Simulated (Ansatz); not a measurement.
A made-up structure of CH3OSi (charge -1), singlet:

```json
{"atom": "O1", "x (Å)": "-0.7838", "y (Å)": "-1.5069", "z (Å)": "0.8812"}
{"atom": "C2", "x (Å)": "-0.2186", "y (Å)": "-0.8440", "z (Å)": "0.0179"}
{"atom": "Si3", "x (Å)": "-0.2802", "y (Å)": "1.0124", "z (Å)": "-0.3823"}
{"atom": "H4", "x (Å)": "0.3370", "y (Å)": "-1.4287", "z (Å)": "-0.7814"}
{"atom": "H5", "x (Å)": "-1.1114", "y (Å)": "-2.3124", "z (Å)": "1.3112"}
{"atom": "H6", "x (Å)": "-0.2523", "y (Å)": "1.6295", "z (Å)": "1.0121"}
```

It is relaxed with PBE-D4/def2-SVPD and then PBE0-D4/def2-TZVPD (Ansatz 0.2.0). Atoms count as bonded within 1.22 times the sum of their covalent radii (H–H: 0.88 Å). The end point is not checked to be a true minimum.

Task: Does its bonding change? (A judgement: the text doesn't fix the answer.)

Result: Computed: No: no bond forms or breaks.

Where it ends: The first stage lowers the energy by 2.00 eV in 8 steps. It ends as CH₃OSi ([OH][CH][SiH]), total charge -1:
```
6
angstrom
O -0.8217 -1.3480 1.1547
C -0.2468 -0.7588 0.0086
Si 0.0627 0.9419 -0.3566
H 0.0289 -1.5208 -0.7313
H -0.8386 -2.2973 1.0172
H -0.4939 1.5331 0.9661
```

Labels in which every atom is bracketed show which atoms are joined, not bond orders.

For scale, one of the runs: PBE0-D4/def2-TZVPD relaxation, 147 basis functions, launched by `ansatz run in.yaml --threads 2 --pin off --events-out ev --progress --plain --max-ram 4352MiB`. Hardware: 2 CPU threads of an Arm Neoverse V1, shared host. Wall time about 32 s.
